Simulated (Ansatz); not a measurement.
A made-up structure of CH$_{4}$BLi, closed shell:

```xyz
7
angstrom
Li -2.5756 -0.6651 -0.6865
B -0.4596 -0.6649 -0.0634
C 0.5550 0.5308 0.0152
H 0.0402 -1.6917 0.3583
H -1.0156 -0.6908 0.9429
H 0.5465 0.7757 1.0943
H 1.5967 0.2648 -0.2046
```

It is relaxed with PBE-D4/def2-SVP and then PBE0-D4/def2-TZVP (Ansatz 0.2.0). Atoms count as bonded within 1.22 times the sum of their covalent radii (H–H: 0.88 Å). The end point is not checked to be a true minimum.

Task: Does its bonding change? (A judgement: the text doesn't fix the answer.)

Result: The calculation gives: Yes. Formed: Li1–C3, Li1–H4, Li1–H7; broken: none.

Where it ends: The first stage lowers the energy by 3.79 eV in 33 steps. It ends as CH₄BLi ([H]1[BH]2[CH]3[H][Li]123):
| atom | x (Å) | y (Å) | z (Å) |
| --- | --- | --- | --- |
| Li1 | -0.5784 | -0.4727 | -1.3447 |
| B2 | -0.4972 | -0.8585 | 0.6605 |
| C3 | 0.2343 | 0.3319 | 0.2565 |
| H4 | -0.8068 | -1.7383 | -0.1608 |
| H5 | -0.9057 | -1.0611 | 1.7654 |
| H6 | 0.4780 | 1.1125 | 0.9684 |
| H7 | 0.7635 | 0.5450 | -0.6892 |

Labels in which every atom is bracketed show which atoms are joined, not bond orders.

For scale, one of the runs: PBE0-D4/def2-TZVP relaxation, 100 basis functions, launched by `ansatz run in.yaml --threads 2 --pin off --events-out ev --progress --plain --max-ram 4352MiB`. The run took about 19 s on 2 CPU threads of an Intel Xeon Platinum 8488C (shared host).
